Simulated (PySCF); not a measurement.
## N-ethylethylenediamine (SMILES C(C)NCCN)

Geometry:
```csv
atom,x (Å),y (Å),z (Å)
C1,2.518,0.608,-0.133
C2,1.298,-0.189,0.282
N3,0.325,-0.257,-0.787
C4,-0.872,-1.016,-0.485
C5,-1.876,-0.178,0.310
N6,-2.251,1.068,-0.323
H7,3.034,0.132,-0.983
H8,2.230,1.624,-0.442
H9,3.242,0.685,0.691
H10,0.827,0.296,1.154
H11,1.610,-1.199,0.634
H12,0.769,-0.614,-1.629
H13,-1.342,-1.302,-1.441
H14,-0.654,-1.962,0.060
H15,-1.453,0.046,1.306
H16,-2.779,-0.781,0.504
H17,-2.784,0.870,-1.170
H18,-1.388,1.507,-0.651
```

Computed, not measured: PySCF 2.14.0, quadratic response CAM-B3LYP/def2-TZVPD first hyperpolarisability, Taylor convention, gas phase. Geometry: PBE0-D3(BJ)/def2-SVP.

Give the tensor of the second harmonic β(−2ω;ω,ω) at 1907 nm in the axes of these coordinates.

In au, Taylor convention; rows are the first index (the induced dipole):
|  | xx | yy | zz | xy | xz | yz |
| --- | --- | --- | --- | --- | --- | --- |
| x | -13.7 | +6.4 | -18.4 | +29.6 | -35.4 | +9.6 |
| y | +29.9 | +82.3 | +38.3 | +6.3 | +9.7 | -32.7 |
| z | -35.6 | -33.1 | +14.4 | +9.8 | -18.4 | +37.9 |

Norm of βᵢ = ⅓ Σⱼ (βᵢⱼⱼ + βⱼᵢⱼ + βⱼⱼᵢ): 161.5 au, hyper-Rayleigh value 64.6 au.
